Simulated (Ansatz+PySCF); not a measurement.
The numbers below are computed, except where a source is named.
## PySCF 2.14.0 run

```python
from pyscf import gto, scf, mp

mol = gto.M(atom="""
C 0.000000 0.000000 -1.119330
Cl 0.000000 0.000000 0.655980
H 0.000000 -1.036610 -1.478580
H -0.897730 0.518310 -1.478580
H 0.897730 0.518310 -1.478580
""", basis='def2-svp', charge=0, spin=0)
mf = scf.UHF(mol)
mf.kernel()
pt = mp.MP2(mf, frozen=6).run()
print(mf.e_tot, pt.e_corr, pt.e_tot)
```

The script is written out from the run's settings.

Results

| Item | Value |
| --- | --- |
| Converged | yes |
| Reference energy | -498.93459 hartree |
| Correlation energy | -0.28351 hartree |
| Total energy | -499.21810 hartree |
